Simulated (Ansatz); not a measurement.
**CH₂Al (quartet): from Hartree-Fock to the top rungs at distance Al1–C2 = 2.374 Å, 6-31G**

How much of the correlation energy of CH₂Al (quartet) does each wave-function method recover here?

Program: Ansatz 0.2.0, Gaussian basis. Level of theory: 6-31G, core rule «outside noble gas», up to 6 orbitals frozen. These are calculated values, not measurements.

The runs, in order: UHF; CCSD(T) on ROHF; CCSD(T) on UHF; BCCD(T) on ROHF; CISD; CCSDT(Q) on ROHF; CCSDT(Q) on UHF; CASSCF and MRCISD+Q, 5 electrons in 5 orbitals; CASSCF and NEVPT2, 5 electrons in 5 orbitals; CASSCF and MRCISD+Q, 9 electrons in 10 orbitals; CASSCF and NEVPT2, 9 electrons in 10 orbitals; Full CI.

18 further runs of the same task are left out: 15 that didn't finish, 3 set aside as unsound or not needed.

**1. What is computed**

The geometry derives from a PBE0/def2-TZVP stationary point (not a proven minimum). One bond is set to the value named and the two fragments are kept rigid.

4 atoms, charge 0, spin multiplicity 4.

Atoms are counted from 1 here; the program's logs count them from 0.

Bond lengths: Al1–C2 2.374 Å, Al1–H3 1.580 Å, Al1–H4 1.580 Å. Angles: C2–Al1–H3 117.7°, C2–Al1–H4 117.7°, H3–Al1–H4 124.6°.

**2. UHF**

File in.yaml:

```yaml
crystal:
  periodic: [false, false, false]
  atoms:
    - {symbol: Al, position_ang: [0.000000, 0.000000, 0.659181]}
    - {symbol: C, position_ang: [0.000000, 0.000000, -1.714819]}
    - {symbol: H, position_ang: [0.000000, 1.398998, 1.394156]}
    - {symbol: H, position_ang: [0.000000, -1.398998, 1.394156]}
basis:
  gaussian: {orbitals: 6-31G}
magnetization: {spin_polarized: true, initial_magnetization: 3}
hamiltonian: {xc: hf}
output: {orbitals: {seedname: orbitals}}
```

Launch:

```console
> ansatz run in.yaml --threads 1 --pin off --events-out ev --progress --plain --max-ram 2393MiB
```

The runs that follow: CCSD(T) on ROHF; CCSD(T) on UHF; BCCD(T) on ROHF; CISD; CCSDT(Q) on ROHF; CCSDT(Q) on UHF; CASSCF and MRCISD+Q, 5 electrons in 5 orbitals; CASSCF and NEVPT2, 5 electrons in 5 orbitals; CASSCF and MRCISD+Q, 9 electrons in 10 orbitals; CASSCF and NEVPT2, 9 electrons in 10 orbitals; Full CI.

Q: Predict the results of all the runs planned. Wanted: FCI below the RHF energy; RMP2 from FCI; UMP2 from FCI; RCCSD from FCI; RCCSD(T) from FCI; UCCSD(T) from FCI; RCCSDT(Q) from FCI; UCCSDT(Q) from FCI; NEVPT2 pair from FCI.

The runs gave:

```
                         quantity                                                                                value
         FCI below the RHF energy                                                                           -2.6163 eV
                    RMP2 from FCI                                                                         +74.6 kJ/mol
                    UMP2 from FCI                                                                         +74.5 kJ/mol
                   RCCSD from FCI                                                                          +8.1 kJ/mol
                RCCSD(T) from FCI                                                                          +2.9 kJ/mol
                UCCSD(T) from FCI                                                                          +2.8 kJ/mol
               RCCSDT(Q) from FCI                                                                          +0.1 kJ/mol
               UCCSDT(Q) from FCI                                                                          -0.1 kJ/mol
             NEVPT2 pair from FCI                                                                         +66.8 kJ/mol
          NEVPT2 valence from FCI                                                                         +26.4 kJ/mol
        MRCISD+Q valence from FCI                                                                          +2.2 kJ/mol
levels within 1 kcal/mol (43 meV)  RCCSD(T), UCCSD(T), BCCD(T), RCCSDT, UCCSDT, RCCSDT(Q), UCCSDT(Q), MRCISD+Q valence
                    T1 diagnostic                                                                                0.025
   effectively unpaired electrons                                                                                 3.03
```

What this shows: RCCSD(T) misses by +2.9 kJ/mol, 1.1 % of the correlation energy. One determinant dominates. Of the multireference levels listed MRCISD+Q valence comes nearest in total energy (+2.2 kJ/mol), which doesn't show that its space is the better one. These misses are within one basis, not against nature; the frozen cores of restricted and unrestricted runs differ, which can shift their rows.
